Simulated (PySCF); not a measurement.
# What builds the first ionisation energy along the third row

Calculated with PySCF 2.14 from differences of total energies of unrestricted determinants, without spin-orbit coupling. Each column adds one step, in eV (sums use unrounded values): valence MP2, valence CCSD, valence triples, then the next inner shell at CCSD(T) (Mg 2s 2p, Al 2s 2p, Si 2s 2p, P 2s 2p, S 2s 2p, Cl 2s 2p, Ar 2s 2p). References (NIST) marked * lie between the lowest fine-structure levels; the others compare directly ((s) semi-empirical, (t) theoretical).

```
                                                                                                       element     UHF  + MP2  + CCSD  + (T)  + inner shell     sum  reference
        Mg [Ne] 3s2 → [Ne] 3s1 (x2c-TZVPPall with one added diffuse shell each of s, p, d type, spin-free X2C)   6.621  0.594   0.299  0.000          0.060   7.574      7.646
    Al [Ne] 3s2 3p1 → [Ne] 3s2 (x2c-TZVPPall with one added diffuse shell each of s, p, d type, spin-free X2C)   5.590  0.219   0.093  0.031         -0.022   5.912      5.977
Si [Ne] 3s2 3p2 → [Ne] 3s2 3p1 (x2c-TZVPPall with one added diffuse shell each of s, p, d type, spin-free X2C)   7.627  0.405   0.030  0.039         -0.012   8.088      8.157
 P [Ne] 3s2 3p3 → [Ne] 3s2 3p2 (x2c-TZVPPall with one added diffuse shell each of s, p, d type, spin-free X2C)   9.896  0.574  -0.064  0.043         -0.005  10.445     10.526
 S [Ne] 3s2 3p4 → [Ne] 3s2 3p3 (x2c-TZVPPall with one added diffuse shell each of s, p, d type, spin-free X2C)   9.222  0.738   0.106  0.036          0.005  10.107     10.336
Cl [Ne] 3s2 3p5 → [Ne] 3s2 3p4 (x2c-TZVPPall with one added diffuse shell each of s, p, d type, spin-free X2C)  11.757  0.963  -0.040  0.043          0.006  12.730     12.974
        Ar [Ar] → [Ne] 3s2 3p5 (x2c-TZVPPall with one added diffuse shell each of s, p, d type, spin-free X2C)  14.553  1.144  -0.185  0.049          0.006  15.567     15.819
```

What remains against the references is mostly basis incompleteness.

These are valence bases, so the inner-shell step is incomplete.
